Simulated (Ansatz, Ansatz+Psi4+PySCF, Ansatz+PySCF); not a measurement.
```xyz
4

C     0.3000    0.3000    0.3000
H    -0.2590    1.1546   -0.0812
O     1.2984   -0.0955   -0.3591
O    -0.0917   -0.2321    1.3729
```

Basis set: cc-pVTZ (spherical functions). Correlated methods keep 3 orbitals frozen. Correlation on ROHF uses semicanonical orbitals with singles. Charge 0, multiplicity 2.

Computed with Ansatz (development build ahead of 0.2.0); each method stands on the lowest determinant of its kind that the runs found.

Give the atomization energy at this shape (free ground-state atoms in the same class of orbitals less the molecule, no zero-point energy) of doublet CHO₂ by ROHF-MP2, UHF-MP2, ROHF, UHF.

```json
{"method": "ROHF-MP2", "atomization energy": "373.38 kcal/mol"}
{"method": "UHF-MP2", "atomization energy": "356.66 kcal/mol"}
{"method": "ROHF", "atomization energy": "241.85 kcal/mol"}
{"method": "UHF", "atomization energy": "237.91 kcal/mol"}
```

Caution for ROHF-MP2, UHF-MP2: another reference gives a lower total. Caution for ROHF-MP2, ROHF: the determinant breaks the point group. Caution for UHF-MP2: a plain start can end on a higher determinant. Caution for UHF-MP2, UHF: the unrestricted determinant is spin contaminated.
